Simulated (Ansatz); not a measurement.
AlO (`[O]=[Al]`) radical, relaxed with UKS PBE0-D4/def2-TZVP in Ansatz 0.2.0 from a PBE-D4/def2-SVP geometry. The force threshold is 0.005 eV/Å; the program also tests the step.

Total charge 0; spin multiplicity 2.

Start:

```xyz
2

O    -0.649    0.425    0.274
Al    0.649   -0.425   -0.274
```

Task: How much energy does the relaxation release, and in how many steps? (An estimate is asked.)

Result: The calculation gave: 1.10 kJ/mol, in 3 steps.

Task: Which bonds change most? (Best estimate.)

Result: Ansatz gave: O1–Al2 from 1.646 to 1.620 Å.

Task: Give the relaxed structure. (Best estimate.)

Result: Ansatz gave: 
```xyz
2

O    -0.639    0.418    0.270
Al    0.639   -0.418   -0.270
```
